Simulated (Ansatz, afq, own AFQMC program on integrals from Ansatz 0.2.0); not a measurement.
**NaS⁺, triplet in cc-pVDZ, levels against full CI**

```xyz
2

S     0.0000    0.0000    0.0000
Na    0.0000    0.0000    2.8559
```

Basis cc-pVDZ. Noble-gas cores (and the filled d shells of Ga–Kr and In–Xe) are frozen. Ansatz 0.2.0 and our own AFQMC program on the same integrals; the CISD trial comes from CCSD amplitudes, and released means the phaseless constraint is let go. Uncertainties: one standard error, sampling alone.

Determinant: UHF, the one that the program's search chose, which needn't be the lowest solution. The geometry is a PBE0/def2-TZVP stationary point of this or a neighbouring charge and spin state.

Full CI on the same integrals is exact in this basis and with this determinant's frozen core.

Cautions: lower spins were not checked.

```
T1 diagnostic                               : 0.0081
weight of the determinant in the CISD state : 0.945
⟨S²⟩ of the determinant                     : 2.009
size of the correlated space                : 6 electrons in 26 orbitals
```

Reference: full CI, correlation energy -2.881 eV. The released energy is read at 2.40 1/Eh (meV from the phaseless value at times in 1/Eh: 0 ± 3 at 0.24, -2 ± 3 at 0.51, 3 ± 3 at 0.99, 3.3 ± 2.3 at 1.62, 3.7 ± 2.3 at 2.40).

| level | E − E(reference) (kJ/mol) | share of correlation (%) |
| --- | --- | --- |
| HF | 277.9 | 0.00 |
| MP2 | 55.0 | 80.23 |
| CCSD | 4.9 | 98.23 |
| CCSD(T) | 1.2 | 99.56 |
| CCSDT | 0.4 | 99.87 |
| CCSDT(Q) | 0.1 | 99.98 |
| ph-AFQMC/HF | 4.5 ± 2.1 | 98.39 |
| ph-AFQMC/CISD | 0.0 ± 0.2 | 99.98 |
| released AFQMC | 0.4 ± 0.2 | 99.85 |

CCSDT and higher add their correlation energy to the determinant of the CCSD(T) run, since their own runs factorise the integrals more tightly (a shift of under 2 meV). A walk keeps the symmetry of its determinant, which the program's search chose and which needn't be the lowest solution, so a lower state of the same spin and another symmetry isn't excluded. Released energies are given only where the last usable release times agree within the noise; a slower fall can still hide under it.
